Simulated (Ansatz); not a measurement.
Geometry optimisation, Ansatz 0.2.0, UKS PBE0/STO-3G.

input.yaml

```yaml
crystal:
  periodic: [false, false, false]
  atoms:
    - { symbol: C, position_ang: [-0.2799, -0.0296, 1.7222] }
    - { symbol: C, position_ang: [0.52, -0.2972, 0.5087] }
    - { symbol: O, position_ang: [1.4035, -1.123, 0.5524] }
    - { symbol: C, position_ang: [0.2566, 0.4476, -0.7878] }
    - { symbol: "N", position_ang: [-0.3991, -0.5036, -1.7559] }
    - { symbol: F, position_ang: [-0.723, 1.4486, -0.5989] }
    - { symbol: H, position_ang: [0.0388, -0.5727, 2.5697] }
    - { symbol: H, position_ang: [-1.3308, -0.222, 1.4903] }
    - { symbol: H, position_ang: [-0.2367, 1.093, 2.0002] }
    - { symbol: H, position_ang: [1.0981, 0.8925, -1.1564] }
    - { symbol: H, position_ang: [-0.587, 0.0126, -2.5797] }
    - { symbol: H, position_ang: [0.3165, -1.2015, -1.9308] }
magnetization:
  spin_polarized: true
basis:
  gaussian: { orbitals: STO-3G }
hamiltonian:
  xc: pbe0
relax:
  f_tol: 0.02
  max_steps: 50
```

Command:

```bash
$ ansatz run input.yaml --threads 1 --pin off --max-ram 2048MiB --backend cpu --events-out ev --progress --plain --runs-dir out
```

Task: Where does it end, and by what steps?

Result: The run converged. Limits of this set-up: minimal basis. After 21 steps the energy has fallen by 1.066 eV; H11 moved furthest, 1.36 Å.

```json
{"step": "0", "energy less start (eV)": "0.0000", "largest force component (eV/Å)": "6.335", "accepted": "yes"}
{"step": "1", "energy less start (eV)": "-0.8426", "largest force component (eV/Å)": "1.023", "accepted": "yes"}
{"step": "2", "energy less start (eV)": "-0.9049", "largest force component (eV/Å)": "0.775", "accepted": "yes"}
{"step": "3", "energy less start (eV)": "-0.9147", "largest force component (eV/Å)": "0.385", "accepted": "yes"}
{"step": "4", "energy less start (eV)": "-0.9204", "largest force component (eV/Å)": "0.164", "accepted": "yes"}
{"step": "5", "energy less start (eV)": "-0.9221", "largest force component (eV/Å)": "0.063", "accepted": "yes"}
{"step": "6", "energy less start (eV)": "-0.9234", "largest force component (eV/Å)": "0.112", "accepted": "yes"}
{"step": "7", "energy less start (eV)": "-0.9252", "largest force component (eV/Å)": "0.183", "accepted": "yes"}
{"step": "8", "energy less start (eV)": "-0.9274", "largest force component (eV/Å)": "0.221", "accepted": "yes"}
{"step": "9", "energy less start (eV)": "-0.9334", "largest force component (eV/Å)": "0.535", "accepted": "yes"}
{"step": "10", "energy less start (eV)": "-0.9478", "largest force component (eV/Å)": "0.518", "accepted": "yes"}
{"step": "11", "energy less start (eV)": "-0.9692", "largest force component (eV/Å)": "0.382", "accepted": "yes"}
{"step": "12", "energy less start (eV)": "-1.0013", "largest force component (eV/Å)": "0.415", "accepted": "yes"}
{"step": "13", "energy less start (eV)": "-1.0213", "largest force component (eV/Å)": "0.551", "accepted": "yes"}
{"step": "14", "energy less start (eV)": "-1.0405", "largest force component (eV/Å)": "0.332", "accepted": "yes"}
{"step": "15", "energy less start (eV)": "-1.0547", "largest force component (eV/Å)": "0.299", "accepted": "yes"}
{"step": "16", "energy less start (eV)": "-1.0597", "largest force component (eV/Å)": "0.198", "accepted": "yes"}
{"step": "17", "energy less start (eV)": "-1.0640", "largest force component (eV/Å)": "0.108", "accepted": "yes"}
{"step": "18", "energy less start (eV)": "-1.0651", "largest force component (eV/Å)": "0.074", "accepted": "yes"}
{"step": "19", "energy less start (eV)": "-1.0658", "largest force component (eV/Å)": "0.035", "accepted": "yes"}
{"step": "20", "energy less start (eV)": "-1.0660", "largest force component (eV/Å)": "0.021", "accepted": "yes"}
{"step": "21", "energy less start (eV)": "-1.0661", "largest force component (eV/Å)": "0.008", "accepted": "yes"}
```

```xyz
12
Properties=species:S:1:pos:R:3
C -0.047 0.121 1.800
C 0.191 -0.458 0.394
O 0.659 -1.589 0.150
C -0.241 0.457 -0.844
N -0.059 -0.372 -2.078
F -1.580 0.838 -0.688
H 0.179 -0.624 2.573
H -1.096 0.438 1.886
H 0.589 1.006 1.950
H 0.399 1.376 -0.862
H 0.771 0.032 -2.583
H 0.312 -1.280 -1.664
```

Whether the end is a true minimum wasn't checked by a vibrational analysis.

Time of the run: 96 s on 1 thread of Arm Neoverse V1, on a shared host, peak memory 0.17 GiB.
